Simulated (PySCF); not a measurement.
Coordinates in bohr (charge 0 multiplicity 1):
```
S     0.0000    0.0000    0.0000
O     2.6962    0.0000    0.0000
O    -1.3481    2.3350    0.0000
O    -1.3481   -2.3350    0.0000
```

Method: PySCF, B3LYP, basis S def2-TZVP, O def2-TZVP (no relativity, density fitting).

This geometry of SO₃ is a stationary point at this level.

Q: What is the point group?

A: D3h.

Q: Is it a minimum?

A: Yes: all harmonic wavenumbers are real.

Q: Give the ideal-gas entropy at 298.15 K and 1 bar by parts.

A: translation 163.5, rotation 85.0, vibration 8.3, spin 0.0; total 256.8 J/(mol K).

Q: What is the atomisation energy, with and without zero-point energy?

A: 1387 kJ/mol without, 1355 kJ/mol with.
